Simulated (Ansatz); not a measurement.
`C[SiH]Cl`• → `[CH2][SiH2]Cl`•  (isomerisation)

Isolated molecules relaxed with PBE0-D4/def2-TZVP in Ansatz; ΔE leaves out vibrations. CBS: MP2 limit from def2 TZ/QZ plus the TZ coupled-cluster correction, frozen cores. Open shells (•) are unrestricted, without spin–orbit coupling.

| species | CCSD(T)/CBS(def2) energy (Eh) |
| --- | --- |
| `C[SiH]Cl`• | -789.31985 |
| `[CH2][SiH2]Cl`• | -789.30208 |

(1) Work out ΔE.

Largest T1 diagnostic among the species: 0.012.

## Answers

(1) ΔE = (-789.30208) − (-789.31985) = 0.01777 Eh = +0.48 eV.

In def2-TZVPP, CCSD(T) changes the Hartree–Fock value by +0.31 eV (the triples alone add +0.05 eV) and MP2 by +0.41 eV. At CCSD(T), def2-SVP lies +0.03 eV from the extrapolated value and def2-TZVPP +0.00 eV.
